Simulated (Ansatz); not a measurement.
# Worked example: correlation energy of HAl–C–O⁺, quartet

Geometry: that of the HAl–C–O, triplet, kept fixed. The doublet lies 4.7 eV lower here.

```yaml
atoms:
  - { symbol: Al, position_ang: [0.0000, -0.1061, 1.2725] }
  - { symbol: C, position_ang: [0.0000, 0.0837, -0.6437] }
  - { symbol: O, position_ang: [0.0000, 0.0363, -1.7922] }
  - { symbol: H, position_ang: [0.0000, 1.2690, 2.0556] }
```

Basis cc-pVDZ; Ansatz 0.2.0. Only valence electrons are correlated (noble-gas cores frozen), which leaves 13 electrons in 44 orbitals. Prefix R: restricted or restricted open-shell reference; prefix U: unrestricted.

Full CI isn't at hand for all of this; UCCSDT(Q) serves as the reference, and is uncertain by about the last step of the cluster series.

Runs differ by some tens of microhartree through their thresholds and, for an open shell, their frozen cores, so steps under 0.03 kcal/mol mean nothing.

| level | total energy (hartree) |
| --- | --- |
| UHF | -354.777581 |
| UMP2 | -355.097871 |
| UCCSD | -355.107005 |
| UCCSD(T) | -355.121223 |
| UCCSDT | -355.122455 |
| UCCSDT(Q) | -355.124237 |

Question: What is the correlation energy at UCCSDT(Q), and what share of it do UMP2 and UCCSDT recover?

Answer: E(corr) = -355.124237 − (-354.777581) = -0.346656 hartree = -9.433 eV. UMP2: -0.320290 / -0.346656 = 92.39 %. UCCSDT: -0.344874 / -0.346656 = 99.49 %.

Question: By how many kcal/mol does UCCSD(T) miss UCCSDT(Q) (1 hartree = 627.509 kcal/mol), and which steps make up the rest?

Answer: -355.121223 − (-355.124237) = 0.003014 hartree = 1.89 kcal/mol. Steps: UCCSDT − UCCSD(T) = -0.77, UCCSDT(Q) − UCCSDT = -1.12 kcal/mol. Differences between like states or geometries often cancel part of this.
